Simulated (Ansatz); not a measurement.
Eight cases of atomisation energy with Al to Br (electronic energies, kJ/mol), geometries: B3LYP-D3(BJ)/def2-TZVP. Functionals by Ansatz (an electronic-structure program) in def2-TZVPD; columns hold the difference against the high level (Ansatz, AFQMC by cisd_afqmc): A = CCSD(T)/CBS(cc-pV(Q+d)Z,cc-pV(5+d)Z) + [CCSDT(Q) - CCSD(T)]/cc-pV(D+d)Z + core + X2C; B = CCSD(T)/CBS(cc-pV(Q+d)Z,cc-pV(5+d)Z) + [CCSDT(Q) - CCSD(T)]/cc-pV(Q+d)Z + [CCSDTQ - CCSDT(Q)]/cc-pV(D+d)Z + core + X2C; C = CCSD(T)/CBS(cc-pV(Q+d)Z,cc-pV(5+d)Z) + [CCSDT(Q) - CCSD(T)]/cc-pV(T+d)Z + core + X2C; D = CCSD(T)/CBS(cc-pV(T+d)Z,cc-pV(Q+d)Z) + [CCSDT(Q) - CCSD(T)]/cc-pV(D+d)Z + core + X2C; E = CCSD(T)/CBS(cc-pVQZ,cc-pV5Z) + [CCSDT(Q) - CCSD(T)]/cc-pVDZ; F = CCSD(T)/CBS(cc-pVQZ,cc-pV5Z) + [CCSDT(Q) - CCSD(T)]/cc-pVTZ + [CCSDTQ - CCSDT(Q)]/cc-pVDZ. The cases were drawn at random from those of this class that have a high level and all functionals, leaving out states under which another spin lies or may lie. Left out are anions, K, Ca, elements past Kr, ionisation of Li, Na and Mg, pi-pi* triplets of linear molecules and other triplets made from a closed-shell parent. Runs that doubt their state, and full CI more than 15 mEh from coupled cluster, are set aside; a case stays where another high level and all functionals remain. AFQMC serves as high level only in triple zeta or larger, with a steady walk, a bar under 0.8 kcal/mol and agreement with other high levels or trials where they ran; where none ran, an unstable determinant or (outside 3d species) a high T1 diagnostic also bars it, so strongly correlated cases are thinned. No case was kept or dropped by the size of a functional's miss. Each difference is the functional minus the high level; affinities count positive where energy is released, gaps as the second state minus the first. UHF or UKS for unpaired electrons; spin-orbit terms are left out. Correlated methods leave the cores frozen (noble-gas shells, and filled d and f shells in the p block). Rows without X2C or -DK are non-relativistic. CBS(X,Y): correlation extrapolated as X^-3, Hartree-Fock from the larger set (Q,5: extrapolated as (X+1)exp(-9√X)). A bracket is a step between two methods taken in the basis named. Functionals run without relativity, which enters their misses. Double hybrids freeze cores in their MP2 part. '+ core + X2C': CCSD(T) terms for core correlation (cc-pwCVTZ, 1s frozen past Ne) and scalar relativity (cc-pVTZ-DK). Where a partner has so few electrons that a lower coupled-cluster level is exact, that level stands in. Spin-orbit terms, left out, reach several kcal/mol for Br and I, and more for heavier atoms. The restricted determinant of O2S (O=S=O, singlet) is unstable towards broken spin symmetry in at least one set run. The restricted determinant of C3H3NS (c1cscn1, singlet) is unstable towards broken spin symmetry in at least one set run.

```
case                                      level   value    PBE   PBE0  B2PLYP
----------------------------------------  -----  ------  -----  -----  ------
CH2Br (SMILES [CH2]Br, doublet)               F  1153.5   38.3   16.9   -12.8
C2H4Si (ethynylsilane, SMILES C#C[SiH3])      A  2610.0   12.3  -25.6   -30.6
C2H4S (SMILES C1CS1)                          A  2622.9   53.2   10.5   -45.4
AlH2F (SMILES [F][AlH2])                      B  1199.8  -29.8  -45.7   -19.0
SO2 (SMILES O=S=O)                            C  1089.2   78.0  -35.2   -26.8
C3H3NS (SMILES c1cscn1)                       D  3516.8  155.7   43.0   -38.9
C2H2BrF (SMILES FC(Br)=C)                     E  2247.8   97.9   22.5   -24.3
HSeO (SMILES O[Se], doublet)                  F   745.5   41.1  -13.6   -14.1
```

Over these rows, PBE: mean +55.8, mean absolute 63.3, median absolute 47.1, largest +155.7; PBE0: mean -3.4, mean absolute 26.6, median absolute 24.0, largest -45.7; B2PLYP: mean -26.5, mean absolute 26.5, median absolute 25.6, largest -45.4 kJ/mol. PBE lies above in 7 and below in 1 of the eight.
